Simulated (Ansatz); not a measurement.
Species: sum formula HOCl, charge 0, multiplicity 1. 
Geometry from a B3LYP-D3(BJ)/def2-TZVP (Ansatz, an electronic-structure program) optimisation:
```xyz
3

O      0.0220     1.1044    -0.0012
H     -0.9233     1.3146     0.0160
Cl     0.0439    -0.5970    -0.0004
```
Charge 0, spin multiplicity 1.

Basis-set convergence of Hartree-Fock and CCSD(T) correlation energies (hartree) with Ansatz. Correlated levels leave the core frozen unless marked. Spin-orbit coupling is left out. No relativistic terms.

```json
[
 {"basis": "cc-pV(D+d)Z", "functions": "42", "E(HF)": "-534.87542", "E(corr, CCSD(T))": "-0.36081"},
 {"basis": "cc-pV(T+d)Z", "functions": "83", "E(HF)": "-534.92059", "E(corr, CCSD(T))": "-0.47710"},
 {"basis": "cc-pV(Q+d)Z", "functions": "149", "E(HF)": "-534.93096", "E(corr, CCSD(T))": "-0.51560"}
]
```

Extrapolating the two largest sets (X = 3 and 4) as X^-3: E(corr) = (64·(-0.51560) - 27·(-0.47710))/37 = -0.5437 Eh, an estimate of the basis-set limit. The largest set recovers 94.8 % of it, the smallest 66.4 %.
